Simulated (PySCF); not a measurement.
Compound: C₅H₁₂P (charge +1).
Z-matrix (Å and degrees, PBE0-D3(BJ)/def2-SVP geometry), rows numbered from 1:
```
C 
C   1  1.5067
C   2  1.5317  1  120.90
P   3  1.7913  2   65.32  1  -114.27
C   4  1.7937  2  119.02  3   104.12
C   4  1.7936  2  119.76  3  -103.56
H   1  1.1007  2  108.99  3   -79.46
H   1  1.0995  2  112.45  3    39.45
H   1  1.0985  2  111.23  3   161.58
H   2  1.0985  1  114.40  3   142.18
H   3  1.0956  2  118.59  4  -109.43
H   3  1.0966  2  117.09  4   108.12
H   5  1.1004  4  109.70  2  -146.72
H   5  1.1000  4  109.74  2    92.83
H   5  1.0991  4  109.05  2   -27.00
H   6  1.1002  4  109.64  2   144.58
H   6  1.0984  4  109.46  2    24.66
H   6  1.1002  4  109.52  2   -95.16
```

The closed-shell ground state was solved at several levels (PySCF, density fitting, gas phase, non-relativistic).

| level | basis functions | total energy (Eh) | HOMO (eV) | LUMO (eV) | gap (eV) |
| --- | --- | --- | --- | --- | --- |
| KT2/pcSseg-1 | 169 | -545.1064 | -11.80 | -5.32 | 6.48 |
| B3LYP/def2-SVPD | 220 | -538.6360 | -12.67 | -4.49 | 8.18 |

(1) What might PBE0/pcSseg-1 (169 basis functions) give for the same quantities?

(2) Over all these levels, which gives the widest orbital gap and which the narrowest?

Results:

(1) Total energy -538.4384 Eh, HOMO -12.93 eV, LUMO -4.29 eV, gap 8.64 eV.

(2) PBE0/pcSseg-1 (global hybrid, 25 % exact exchange) has the widest, 8.64 eV, and KT2/pcSseg-1 (GGA) the narrowest, 6.48 eV. The two share the basis. From the narrowest to the widest the HOMO moves by -1.13 eV and the LUMO by +1.03 eV.
